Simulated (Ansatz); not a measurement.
**SiNH₂ (quartet): from Hartree-Fock to the top rungs, def2-QZVPP**

One table from this session's results is given with a row withheld; the runs are named, their logs left out.

The runs use Ansatz 0.2.0, Gaussian basis; def2-QZVPP, core rule «outside noble gas», up to 6 orbitals frozen.

The runs, in order: UHF; ROHF; CCSD(T) on UHF.

2 further runs of the same task are left out: 2 set aside as unsound or not needed.

### What is computed

The geometry is a PBE0/def2-TZVP stationary point (not a proven minimum) of the parent state, kept for this charge and spin.

4 atoms, charge 0, spin multiplicity 4.

Atoms are counted from 1 here; the program's logs count them from 0.

Bond lengths: Si1–N2 1.594 Å, Si1–H3 1.515 Å, N2–H4 1.008 Å. Angles: N2–Si1–H3 110.1°, Si1–N2–H4 134.1°.

The first run:

The input, in.yaml:

```yaml
crystal:
  periodic: [false, false, false]
  atoms:
    - {symbol: Si, position_ang: [0.000000, -0.122073, 0.533276]}
    - {symbol: N, position_ang: [0.000000, 0.188076, -1.030483]}
    - {symbol: H, position_ang: [0.000000, 1.172580, 1.320024]}
    - {symbol: H, position_ang: [0.000000, -0.384678, -1.859409]}
basis:
  gaussian: {orbitals: "def2-QZVPP.json"}
magnetization: {spin_polarized: true, initial_magnetization: 3}
hamiltonian: {xc: hf}
output: {orbitals: {seedname: orbitals}}
```

The run is started by

```console
> ansatz run in.yaml --threads 1 --pin off --events-out ev --progress --plain --max-ram 2393MiB
```

Among the steps run: UHF; ROHF; CCSD(T) on UHF.

One of the session's tables, all rows but one given; the rest of the session is left out.

| method | from UCCSD(T) (meV) |
| --- | --- |
| ROHF | +8428.5 |
| UHF | ? |
| UMP2 | +1024.9 |
| UCCSD | +298.3 |
| UCCSD(T) | 0 |

Estimate the missing values for UHF.

**Answer.** from UCCSD(T) (meV): +8227.0. In the column «from UCCSD(T) (meV)» it lies between UMP2 (+1024.9) and ROHF (+8428.5).
